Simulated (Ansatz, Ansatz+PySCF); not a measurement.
```yaml
atoms:
  - { symbol: C, position_ang: [0.0000, -0.2363, -1.1693] }
  - { symbol: C, position_ang: [0.0000, 0.5331, 0.0000] }
  - { symbol: C, position_ang: [0.0000, -0.2363, 1.1693] }
  - { symbol: H, position_ang: [0.0000, 0.3431, -2.0001] }
  - { symbol: H, position_ang: [0.8165, -0.8361, -1.2151] }
  - { symbol: H, position_ang: [-0.8165, -0.8361, -1.2151] }
  - { symbol: H, position_ang: [-0.8088, 1.1473, 0.0000] }
  - { symbol: H, position_ang: [0.8088, 1.1473, 0.0000] }
  - { symbol: H, position_ang: [0.0000, 0.3431, 2.0001] }
  - { symbol: H, position_ang: [-0.8165, -0.8361, 1.2151] }
  - { symbol: H, position_ang: [0.8165, -0.8361, 1.2151] }
```

RHF-MP2 on singlet C3H8 was run in several spherical basis sets with Ansatz (development build ahead of 0.2.0). Frozen core: 3 orbitals. Caution for RHF-MP2: no unrestricted run beside it, a lower state can exist.

Problem. Rank the basis sets by the total energy that they give, lowest first, with the distance from the lowest.
A. def2-SVP
B. cc-pVDZ
C. def2-TZVP
D. 6-31G(d)

Solution. C (0.00 eV), B (3.46 eV), D (4.85 eV), A (5.77 eV).

Totals follow the description of the cores as much as that of the bonds, so this order isn't one of quality for chemistry.
